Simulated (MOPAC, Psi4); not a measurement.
Intermolecular potential of H2O ··· CH4O (SMILES O and CO). Monomers: optimised at B3LYP-D3(BJ) (def2-TZVP), held rigid. Orientation: lowest of the rigid-body minima from ten starts at GFN2-xTB. Only R, the distance of the centres of mass, is varied, so the lowest point isn't the relaxed dimer.

Computed with: PM3, restricted, heats of formation (MOPAC); HF/aug-cc-pVDZ, counterpoise-corrected (Psi4); SAPT0/jun-cc-pVDZ, frozen core (Psi4).

Interaction energies in kcal/mol:

| R / Å | PM3 | HF/aug-cc-pVDZ |
|---|---|---|
| 2.52 | 22.04 | 16.21 |
| 2.69 | 8.88 | 5.23 |
| 2.92 | -2.03 | -1.37 |
| 3.13 | -2.67 | -3.39 |
| 3.32 | -1.60 | -3.80 |
| 3.53 | -1.46 | -3.58 |
| 3.85 | -1.40 | -2.86 |
| 4.12 | -1.10 | -2.27 |
| 4.62 | -0.71 | -1.46 |
| 5.31 | -0.44 | -0.85 |
| 6.31 | -0.25 | -0.44 |
| 7.62 | -0.13 | -0.22 |

### Question
What does SAPT0/jun-cc-pVDZ give at the same points?

### Answer
2.52: 9.18; 2.69: 0.47; 2.92: -4.28; 3.13: -5.39; 3.32: -5.28; 3.53: -4.67; 3.85: -3.56; 4.12: -2.77; 4.62: -1.76; 5.31: -1.02; 6.31: -0.53; 7.62: -0.27 (kcal/mol).
